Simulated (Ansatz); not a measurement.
Basis-set extrapolation for C4H6, SMILES `C=C=CC` (PBE0-D4/def2-TZVP geometry, frozen core, Ansatz). Multiplicity 1, RHF reference.

```tsv
	def2-TZVPP	def2-QZVPP
HF	-154.961286	-154.968209
MP2 correlation	-0.648983	-0.690032
CCSD(T) correlation	-0.716866	not run
```

Energies in hartree. Use E(X) = E(∞) + A·exp(−7.88·√X) for Hartree–Fock and E(X) = E(∞) + B·X^(−2.97) for correlation, with X = 3 and 4, and add CCSD(T) minus MP2 of the smaller set to the MP2 limit.

What is the CCSD(T) energy at the basis-set limit?

HF limit: -154.968209 + (-0.006923) × 0.13774 = -154.96916. MP2 limit: -0.690032 + (-0.041049) × 0.74074 = -0.72044. Higher-order term: -0.716866 − (-0.648983) = -0.06788. Total: -155.75748 hartree, 2.16 eV below CCSD(T)/def2-TZVPP.
